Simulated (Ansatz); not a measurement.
# Worked example: correlation energy of AsH2⁺, singlet

Geometry: that of the AsH2⁺, triplet, kept fixed.

```yaml
atoms:
  - { symbol: As, position_ang: [0.0000, -0.0191, 0.0000] }
  - { symbol: H, position_ang: [0.0000, 0.7098, -1.3240] }
  - { symbol: H, position_ang: [0.0000, 0.7098, 1.3240] }
```

Basis cc-pVDZ; Ansatz 0.2.0. Only valence electrons are correlated (noble-gas cores and the filled d shells of p-block atoms frozen), which leaves 6 electrons in 23 orbitals. R marks a restricted (for open shells ROHF) determinant. No spin–orbit coupling is included, and no scalar relativity.

Full CI is exact within this basis and frozen core; it isn't the basis-set limit.

Runs differ by some tens of microhartree through their thresholds, so steps under 0.03 kcal/mol mean nothing.

```json
{"level": "RHF", "total energy (hartree)": "-2234.959958"}
{"level": "RMP2", "total energy (hartree)": "-2235.048313"}
{"level": "RCCSD", "total energy (hartree)": "-2235.075754"}
{"level": "RCCSD(T)", "total energy (hartree)": "-2235.078019"}
{"level": "RCCSDT", "total energy (hartree)": "-2235.078607"}
{"level": "RCCSDT(Q)", "total energy (hartree)": "-2235.078718"}
{"level": "RCCSDTQ", "total energy (hartree)": "-2235.078744"}
{"level": "full CI", "total energy (hartree)": "-2235.078746"}
```

Question: What is the correlation energy at full CI, and what share of it do RMP2 and RCCSD recover?

Answer: E(corr) = -2235.078746 − (-2234.959958) = -0.118788 hartree = -3.232 eV. RMP2: -0.088355 / -0.118788 = 74.38 %. RCCSD: -0.115796 / -0.118788 = 97.48 %.

Question: By how many kcal/mol does RCCSD(T) miss full CI (1 hartree = 627.509 kcal/mol), and which steps make up the rest?

Answer: -2235.078019 − (-2235.078746) = 0.000727 hartree = 0.46 kcal/mol. Steps: RCCSDT − RCCSD(T) = -0.37, RCCSDT(Q) − RCCSDT = -0.07, RCCSDTQ − RCCSDT(Q) = -0.02, full CI − RCCSDTQ = 0.00 kcal/mol. That is within 1 kcal/mol of the reference in this basis, which itself misses far more of the correlation at the basis-set limit.
